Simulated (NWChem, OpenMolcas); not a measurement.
# A ladder of methods for H2O (water)

H2O has 3 atoms, charge 0, and is taken as a singlet. SMILES: `O`. Geometry: relaxed at PBE0-D4/def2-TZVP.

```xyz
3

O    -0.3027    0.2002   -0.1406
H     0.4665    0.5484    0.3153
H    -0.1638   -0.7486   -0.1747
```

Quantity: the dipole moment, in D. The values are calculated.

**What was measured.** NIST CCCBDB gives the dipole moment of the gas as 1.85 D.

```json
{"level": "HF/aug-cc-pVTZ", "kind": "Hartree–Fock", "program": "OpenMolcas", "value (D)": "1.98", "computed − measured": "+0.13", "CPU time": "6.3 s"}
{"level": "BLYP/aug-cc-pVTZ", "kind": "GGA", "program": "OpenMolcas", "value (D)": "1.79", "computed − measured": "-0.06", "CPU time": "13 s"}
{"level": "PBE/aug-cc-pVTZ", "kind": "GGA", "program": "NWChem", "value (D)": "1.79", "computed − measured": "-0.06", "CPU time": "5.5 s"}
{"level": "revPBE/aug-cc-pVTZ", "kind": "GGA", "program": "OpenMolcas", "value (D)": "1.77", "computed − measured": "-0.08", "CPU time": "13 s"}
{"level": "TPSS/aug-cc-pVTZ", "kind": "meta-GGA", "program": "OpenMolcas", "value (D)": "1.80", "computed − measured": "-0.05", "CPU time": "18 s"}
{"level": "B3LYP/aug-cc-pVTZ", "kind": "global hybrid", "program": "NWChem", "value (D)": "1.85", "computed − measured": "0.00", "CPU time": "13 s"}
{"level": "M06-2X/aug-cc-pVTZ", "kind": "hybrid meta-GGA", "program": "OpenMolcas", "value (D)": "1.90", "computed − measured": "+0.05", "CPU time": "15 s"}
{"level": "CAM-B3LYP/aug-cc-pVTZ", "kind": "range-separated hybrid", "program": "NWChem", "value (D)": "1.89", "computed − measured": "+0.04", "CPU time": "77 s"}
```

Nearest: B3LYP/aug-cc-pVTZ (0.00 D); farthest: HF/aug-cc-pVTZ (+0.13 D). The measured dipole is a vibrational average, so differences of a few hundredths of a debye mean little. Computed less measured by kind, in D (aug-cc-pVTZ rows): Hartree–Fock +0.13; GGA -0.08 to -0.06; meta-GGA -0.05; global hybrid +0.00 to +0.05; range-separated hybrid +0.04. CPU times are rough (shared hosts, several kinds of processor): they show what a rung costs within a factor of a few.
